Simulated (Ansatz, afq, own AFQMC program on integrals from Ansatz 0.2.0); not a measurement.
**Where AFQMC and coupled cluster stand for GeH₃O, doublet**

```xyz
5

Ge   -0.0304   -0.0304    0.3232
O     0.0854    0.0934   -1.4546
H     0.7561   -1.2887    0.7949
H     0.6241    1.2767    0.8252
H    -0.5428    0.7196   -1.8222
```

Connectivity, by distances: GeH2–OH.

Basis cc-pVDZ. Only valence electrons are correlated. Integrals, coupled cluster, full CI and functionals: Ansatz 0.2.0; the random walks run on the same integrals in our own AFQMC program. The CISD trial takes its coefficients from CCSD amplitudes. Released means that phaseless walkers are propagated on without the constraint, phases kept. ± is one standard error of the sampling. No spin–orbit coupling.

Determinant: ROHF, the one that the program's search chose, which needn't be the lowest solution. The geometry is a point of a scan.

No full CI on the walks' own integrals is used here. The released AFQMC energy serves as the reference, which it does only where one determinant dominates, the energy is flat over the last release times and near the phaseless one (40 meV or 2 meV an electron, half that with transition metals). On small molecules, where full CI could be run and the noise was under 10 meV, such values lay within 10 meV of it in 19 cases of 20, a flattering rate, since the rule was set on those same cases; what remains of the bias isn't in the error bar.

Cautions: no relativity below Rb; no spin-orbit coupling; inner d shell frozen; the released value is read at 1.62 1/Eh with a noise of 22 meV, more than in the cases checked, later times being too noisy (meV from the phaseless value at times in 1/Eh: 15 ± 15 at 0.24, -9 ± 14 at 0.51, -7 ± 18 at 0.99, -19 ± 22 at 1.62, -49 ± 34 at 2.40).

```
T1 diagnostic                               : 0.0191
weight of the determinant in the CISD state : 0.890
size of the correlated space                : 13 electrons in 41 orbitals
```

| level | correlation energy (eV) |
| --- | --- |
| MP2 | -7.5247 |
| CCSD | -8.1447 |
| CCSD(T) | -8.3210 |

Task: Estimate where AFQMC with the constraint released lies against CCSD(T) on the same integrals.

Result: 2.1 ± 2.1 kJ/mol below CCSD(T). The gap is under twice the noise, so this walk alone can't tell the two apart.

Reference: AFQMC with the constraint released, correlation energy -8.343 ± 0.022 eV.

```
        level  E − E(reference) (kJ/mol)  share of correlation (%)
      CCSD(T)                  2.1 ± 2.1                     99.74
  ph-AFQMC/HF                 -5.4 ± 7.0                    100.67
ph-AFQMC/CISD                  1.8 ± 2.4                     99.78
```

Released energies are given only where the last usable release times agree within the noise; a slower fall can still hide under it.
